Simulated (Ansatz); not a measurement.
AlH2(SMe) (CH5AlS). The state is a triplet with charge 0. Geometry r2SCAN-D4/def2-TZVP, that of the neutral singlet; atoms count from 1.

Cartesian coordinates in Å:
```
Al 1.2637 -0.5892 1.0517
H 0.9716 0.7771 1.7979
H 2.3406 -1.6530 1.5010
S 0.0956 -1.0463 -0.7183
C -1.0007 0.4145 -0.8765
H -0.8370 1.1270 -0.0692
H -2.0345 0.0732 -0.8547
H -0.7994 0.8966 -1.8319
```

At PBE0-D4/def2-TZVP a singlet of charge 0 lies 4.40 eV below the triplet at the same geometry.

**Question.** Estimate the Mulliken populations from the PBE0/def2-TZVP orbitals of Ansatz.

**Answer.** 
```
atom  charge (e)  spin (α − β)
 Al1       -0.26          1.08
  H2       -0.09         -0.05
  H3       -0.09         -0.05
  S4        0.23          0.99
  C5       -0.34         -0.03
  H6        0.20          0.00
  H7        0.18          0.03
  H8        0.18          0.03
```
Mulliken values depend strongly on the basis.

**Question.** Where does the spin sit?

**Answer.** Summed by element: Al 1.08, H -0.04, S 0.99, C -0.03, of 2 unpaired in all. Largest on single atoms: Al1 1.08, S4 0.99, H2 -0.05.

**Question.** And the Mayer bond orders between heavy atoms (over 0.3)?

**Answer.** Al1–S4 0.72 (2.17 Å); S4–C5 1.00 (1.83 Å).
